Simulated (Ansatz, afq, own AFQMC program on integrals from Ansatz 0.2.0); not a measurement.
AFQMC on a folder of integrals that Ansatz 0.2.0 wrote.

```yaml
crystal:
  periodic: [false, false, false]
  atoms:
    - {symbol: Si, position_ang: [0.000000, 0.001856, 0.562811]}
    - {symbol: C, position_ang: [0.000000, -0.002175, -1.277523]}
    - {symbol: H, position_ang: [0.000000, 1.397181, 1.073628]}
    - {symbol: H, position_ang: [-1.199047, -0.704819, 1.095746]}
    - {symbol: H, position_ang: [1.199047, -0.704819, 1.095746]}
    - {symbol: H, position_ang: [0.000000, 0.907588, -1.868429]}
    - {symbol: H, position_ang: [0.000000, -0.920921, -1.855917]}
basis:
  gaussian: {orbitals: 6-31G}
magnetization: {spin_polarized: true, initial_magnetization: 1}
correlation: {method: ccsd_t, electrons: outside_noble_gas, hamiltonian_folder: ham}
```

```sh
$ ansatz run in.yaml --threads 1 --pin off --events-out ev --progress --plain --max-ram 1382MiB
```

Options of the walk:

```
--method phaseless --trial cisd --walkers 60 --populations 1 --least-time 40 --time-step 0.005 --steps-per-block 50 --equilibration-blocks 28 --max-blocks 300 --target-error 0.00043 --factor-cut 1e-05 --start spin_pure --seed 9106 --release-times 0.24,0.51,0.99,1.62,2.4 --release-step 0.03 --release-every 4 --taylor-order 6
```

Times are imaginary, in 1/Eh. The walk had a cap of 542 s.

Log:

```
orbitals 26  electrons 7 6  factors 194 of 427
reference energy -329.57913638 Eh
CCSD correlation -0.16079307 Eh in 10 cycles, weight of the determinant in the CISD state 0.9096
energy of the start -329.739716 Eh
 block  time / (1/Eh)  mean weight  energy / Eh
     1     0.250  0.9999  -329.737954
     2     0.500  1.0002  -329.738020
     3     0.750  0.9993  -329.739537
     4     1.000  0.9998  -329.741729
     5     1.250  1.0004  -329.740990
    10     2.500  1.0000  -329.744341
    29     7.250  0.9994  -329.741646
    45    11.250  1.0010  -329.748623
    49    12.250  0.9997  -329.741838
    69    17.250  0.9998  -329.741026
    85    21.250  0.9997  -329.740443
    89    22.250  1.0024  -329.742040
   109    27.250  0.9997  -329.740635
   129    32.250  0.9971  -329.741948
   149    37.250  1.0016  -329.741268
   169    42.250  1.0006  -329.744648
   185    46.250  0.9980  -329.742471
blocks merged  error / Eh  count
     1  0.000159  160
     2  0.000189  80
     4  0.000245  40
     8  0.000222  20
    16  0.000191  10
released: time / (1/Eh)  energy / Eh  error  mean overlap
  0.24  -329.742905  0.000253  1.0057
  0.51  -329.743744  0.000302  0.9926
  0.99  -329.743037  0.000223  1.0105
  1.62  -329.743199  0.000222  1.0031
  2.40  -329.742595  0.000264  1.0254
energy -329.742949 +/- 0.000245 Eh
(rows thinned)
```

The run passed its tests (sampling time, drift between the halves within three errors, error under three times the target), which doesn't prove that it has relaxed.

Against this walk (error 6.7 meV) on the same determinant: CCSD(T) 13.8 meV higher, CCSDT(Q) 6.3 meV lower (within the noise). The error is statistical and leaves out the bias of the constraint. Released to 2.40 1/Eh the energy moves by 10 ± 10 meV (both errors), within twice the noise.

Cautions: constraint bias not in the error.

The walk took 4.6 min on 1 thread of Arm Neoverse N1, with other jobs on the host. The log's last line is the phaseless energy.

CCSDT and higher add their correlation energy to the determinant of the CCSD(T) run, since their own runs factorise the integrals more tightly (a shift of under 2 meV). A walk keeps the symmetry of its determinant, which the program's search chose and which needn't be the lowest solution, so a lower state of the same spin and another symmetry isn't excluded.
